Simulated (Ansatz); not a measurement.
# SiH₄Cl (doublet): from Hartree-Fock to the top rungs at distance Si1–H5 along a hydrogen transfer = 1.485 Å, cc-pVDZ

Aim: climb from Hartree-Fock through coupled cluster and multireference methods for SiH₄Cl (doublet) at one geometry and basis, and see what each rung misses.

Method: cc-pVDZ, core rule «outside noble gas», up to 10 orbitals frozen; program: Ansatz 0.2.0, Gaussian basis.

Plan: UHF; CCSD(T) on ROHF; CCSD(T) on UHF; BCCD(T) on ROHF; CISD; CCSDT(Q) on ROHF; CCSDT(Q) on UHF; CASSCF and MRCISD+Q, 3 electrons in 3 orbitals; CASSCF and NEVPT2, 3 electrons in 3 orbitals; CASSCF and MRCISD+Q, 15 electrons in 12 orbitals; CASSCF and NEVPT2, 15 electrons in 12 orbitals.

**1. The system**

The geometry derives from fragments relaxed apart (PBE0/def2-TZVP) and kept rigid, so it is no stationary point. A hydrogen atom is moved between rigid fragments.

6 atoms, charge 0, spin multiplicity 2.

Atoms are counted from 1 here; the program's logs count them from 0.

Bond lengths: Si1–H2 1.485 Å, Si1–H3 1.485 Å, Si1–H4 1.485 Å, Si1–H5 1.485 Å. Angles: H2–Si1–H3 109.5°, H2–Si1–H4 109.5°, H2–Si1–H5 109.5°, H3–Si1–H4 109.5°, H3–Si1–H5 109.5°, H4–Si1–H5 109.5°.

**2. UHF**

The input, in.yaml:

```yaml
crystal:
  periodic: [false, false, false]
  atoms:
    - {symbol: Si, position_ang: [-1.699975, 0.000000, 0.000000]}
    - {symbol: H, position_ang: [-2.194846, 1.399708, 0.000000]}
    - {symbol: H, position_ang: [-2.194846, -0.699854, 1.212183]}
    - {symbol: H, position_ang: [-2.194846, -0.699854, -1.212182]}
    - {symbol: H, position_ang: [-0.215359, 0.000000, 0.000000]}
    - {symbol: Cl, position_ang: [1.540025, 0.000000, 0.000000]}
basis:
  gaussian: {orbitals: cc-pVDZ}
magnetization: {spin_polarized: true, initial_magnetization: 1}
hamiltonian: {xc: hf}
output: {orbitals: {seedname: orbitals}}
```

Started as:

```sh
ansatz run in.yaml --threads 1 --pin off --events-out ev --progress --plain --max-ram 2816MiB --backend cpu
```

After this run come: CCSD(T) on ROHF; CCSD(T) on UHF; BCCD(T) on ROHF; CISD; CCSDT(Q) on ROHF; CCSDT(Q) on UHF; CASSCF and MRCISD+Q, 3 electrons in 3 orbitals; CASSCF and NEVPT2, 3 electrons in 3 orbitals; CASSCF and MRCISD+Q, 15 electrons in 12 orbitals; CASSCF and NEVPT2, 15 electrons in 12 orbitals.

**Question.** What will the summary of the whole plan be? Wanted: UCCSDT(Q) below the RHF energy; RMP2 from UCCSDT(Q); UMP2 from UCCSDT(Q); RCCSD from UCCSDT(Q); RCCSD(T) from UCCSDT(Q); UCCSD(T) from UCCSDT(Q); RCCSDT(Q) from UCCSDT(Q); NEVPT2 pair from UCCSDT(Q); MRCISD+Q pair from UCCSDT(Q).

The runs gave:

| quantity | value |
| --- | --- |
| UCCSDT(Q) below the RHF energy | -8.1005 eV |
| RMP2 from UCCSDT(Q) | +1394.8 meV |
| UMP2 from UCCSDT(Q) | +1418.7 meV |
| RCCSD from UCCSDT(Q) | +171.0 meV |
| RCCSD(T) from UCCSDT(Q) | +33.7 meV |
| UCCSD(T) from UCCSDT(Q) | +33.8 meV |
| RCCSDT(Q) from UCCSDT(Q) | +0.3 meV |
| NEVPT2 pair from UCCSDT(Q) | +1407.8 meV |
| MRCISD+Q pair from UCCSDT(Q) | +78.5 meV |
| NEVPT2 valence from UCCSDT(Q) | +1705.8 meV |
| levels within 1 kcal/mol (43 meV) | RCCSD(T), UCCSD(T), BCCD(T), RCCSDT, UCCSDT, RCCSDT(Q) |
| T1 diagnostic | 0.019 |
| effectively unpaired electrons | 1.01 |

What this shows: RCCSD(T) lands +33.7 meV from the yardstick (0.4 % of the correlation energy). One determinant dominates. Of the multireference levels listed MRCISD+Q valence comes nearest in total energy (+55.5 meV), which doesn't show that its space is the better one. These misses are within one basis, not against nature; the frozen cores of restricted and unrestricted runs differ, which can shift their rows.
